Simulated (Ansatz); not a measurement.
# H₃O (doublet): wave-function methods side by side at distance O1–H3 along a hydrogen transfer = 1.154 Å, 6-31G

How much of the correlation energy of H₃O (doublet) does each wave-function method recover here?

The runs use Ansatz 0.2.0, Gaussian basis; 6-31G, core rule «outside noble gas», up to 1 orbitals frozen.

To be run: UHF; CCSD(T) on ROHF; CCSD(T) on UHF; BCCD(T) on ROHF; CISD; CCSDT(Q) on ROHF; CCSDT(Q) on UHF; CISDTQ; CCSDTQ on ROHF; CCSDTQ on UHF; CASSCF and MRCISD+Q, 3 electrons in 3 orbitals; CASSCF and NEVPT2, 3 electrons in 3 orbitals; CASSCF and MRCISD+Q, 9 electrons in 7 orbitals; CASSCF and NEVPT2, 9 electrons in 7 orbitals; Full CI.

8 further runs of the same task are left out: 1 for a mislabelled method, 7 that didn't finish.

## Step 1: The geometry

The geometry derives from fragments relaxed apart (PBE0/def2-TZVP) and kept rigid, so it is no stationary point. A hydrogen atom is moved between rigid fragments.

4 atoms, charge 0, spin multiplicity 2.

Atoms are counted from 1 here; the program's logs count them from 0.

Bond lengths: O1–H2 0.960 Å, O1–H3 1.154 Å, H3–H4 0.777 Å. Angles: H2–O1–H3 105.1°, O1–H3–H4 180.0°.

## Step 2: UHF

File in.yaml:

```yaml
crystal:
  periodic: [false, false, false]
  atoms:
    - {symbol: O, position_ang: [-0.150248, -0.049094, 0.000000]}
    - {symbol: H, position_ang: [-0.399558, 0.877481, 0.000000]}
    - {symbol: H, position_ang: [1.003752, -0.049094, 0.000000]}
    - {symbol: H, position_ang: [1.780752, -0.049094, 0.000000]}
basis:
  gaussian: {orbitals: 6-31G}
magnetization: {spin_polarized: true, initial_magnetization: 1}
hamiltonian: {xc: hf}
output: {orbitals: {seedname: orbitals}}
```

Launch:

```sh
ansatz run in.yaml --threads 1 --pin off --events-out ev --progress --plain --max-ram 2393MiB
```

Further steps of the session: CCSD(T) on ROHF; CCSD(T) on UHF; BCCD(T) on ROHF; CISD; CCSDT(Q) on ROHF; CCSDT(Q) on UHF; CISDTQ; CCSDTQ on ROHF; CCSDTQ on UHF; CASSCF and MRCISD+Q, 3 electrons in 3 orbitals; CASSCF and NEVPT2, 3 electrons in 3 orbitals; CASSCF and MRCISD+Q, 9 electrons in 7 orbitals; CASSCF and NEVPT2, 9 electrons in 7 orbitals; Full CI.

Before running them: what should the planned runs give, taken together? Wanted: FCI below the RHF energy; RMP2 from FCI; UMP2 from FCI; RCCSD from FCI; RCCSD(T) from FCI; UCCSD(T) from FCI; RCCSDT(Q) from FCI; UCCSDT(Q) from FCI; NEVPT2 pair from FCI.

The runs gave:

| quantity | value |
| --- | --- |
| FCI below the RHF energy | -4.1136 eV |
| RMP2 from FCI | +433.6 meV |
| UMP2 from FCI | +455.7 meV |
| RCCSD from FCI | +60.0 meV |
| RCCSD(T) from FCI | +16.2 meV |
| UCCSD(T) from FCI | +15.7 meV |
| RCCSDT(Q) from FCI | -0.1 meV |
| UCCSDT(Q) from FCI | 0.0 meV |
| NEVPT2 pair from FCI | +270.0 meV |
| MRCISD+Q pair from FCI | +55.3 meV |
| NEVPT2 valence from FCI | +373.9 meV |
| levels within 1 kcal/mol (43 meV) | RCCSD(T), UCCSD(T), BCCD(T), RCCSDT, UCCSDT, CISDTQ, RCCSDT(Q), UCCSDT(Q), RCCSDTQ, UCCSDTQ, MRCISD+Q valence |
| T1 diagnostic | 0.032 |
| effectively unpaired electrons | 1.02 |

**Reading.** RCCSD(T) misses by +16.2 meV, 0.4 % of the correlation energy. One determinant dominates. Of the multireference levels listed MRCISD+Q valence comes nearest in total energy (+30.6 meV), which doesn't show that its space is the better one. These misses are within one basis, not against nature; the frozen cores of restricted and unrestricted runs differ, which can shift their rows.
